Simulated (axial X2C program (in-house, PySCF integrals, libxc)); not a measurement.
**Nuclear properties of AlN**

Calculated with an axial X2C code built on PySCF integrals: two-component X2C with atomic mean-field Coulomb and Gaunt terms, Gaussian nuclei, basis Al dyall-v3z, N dyall-av3z with contracted cores.

R = 1.799 Å (near the PBE0 minimum at charge 0 of the determinant lowest at the starting distance; the state shown can have its own minimum elsewhere).

Input and command:
```json
{"zs": [13, 7], "q": 0, "bas": ["dyall-v3z", "dyall-av3z"], "r0": 1.73, "levels": ["PBE0", "HF", "PBE", "TPSSh", "BP86"], "nst": 3}
```
```bash
python soeom.py task.json out
```

Keys: zs atomic numbers; q charge; bas basis sets; r0 starting distance in Å; levels methods; nst determinants followed.

Determinant lowest in the PBE0 search, Ω = 2 (⟨Sz⟩ = 1.00, ⟨Lz⟩ = 1.00 at PBE0), spin on the atoms Al 0.14, N 0.86:

```tsv
level	Eeff magnitude (GV/cm)	Ws magnitude Al (kHz)	Ws magnitude N (kHz)	A∥/gI Al (MHz)	qzz Al (a.u.)	A∥/gI N (MHz)	qzz N (a.u.)	μ (D)
PBE0	0.0772	0.0163	0.00205	20.3	-0.70	104	0.34	-2.78
HF	0.0214	0.00781	0.0043	-33.7	-0.78	136	0.63	-1.54
PBE	0.0867	0.0176	0.00153	56.7	-0.67	101	0.15	-2.94
TPSSh	0.0821	0.0171	0.00187	39.5	-0.68	98.2	0.24	-2.75
BP86	0.0869	0.0177	0.00153	60.6	-0.67	97.9	0.15	-2.94
```

Eeff is the effective electric field on the electron electric dipole moment in this Ω state and Ws the scalar–pseudoscalar constant of the nucleus named (defined with the proton number Z and per Ω); A∥ (defined per Ω) follows by multiplying with gI = μI/(I μN); qzz is the electric field gradient, eQq0 = 234.96 MHz × Q/barn × qzz; μ is positive if the N end (last atom) is positive. The operators were transformed with the bare-nucleus X2C matrices; with these basis sets, hyperfine constants and field gradients can be off by tens of per cent, and where levels differ in sign neither size nor sign is settled.

Problem. With Q(27Al) = 0.1466 barn, gI(14N) = 0.4038 (g factors from the IAEA table of nuclear moments by Stone; Q from Pyykkö, Mol. Phys. 2018), turn the PBE0 values of the first state into constants in MHz.

Solution. eQq0(27Al) = 234.96 × (0.1466) × (-0.70) = -24.1 MHz; A∥(14N) = 104 × 0.4038 = 42 MHz.

Each state is one determinant with collinear spin, which with several unpaired electrons need not be a pure state. Unrestricted Hartree–Fock can overshoot spin polarisation at the nuclei. With several open shells hyperfine constants can be off by a factor of several. Where Eeff spreads by more than a factor of two the levels disagree and none is to be relied on. Open-shell Ω = 0 determinants with evenly filled partner blocks cannot be reached by this program, so the Ω shown need not be the lowest component. At HF, TPSSh a later determinant lies lower. States lie within half an eV, so the first need not be the ground state. Further determinants of the search, some of them spin-mixed, are not shown. Where a field gradient or hyperfine factor spreads by more than a factor of two over the levels, a constant derived from it is not to be relied on.
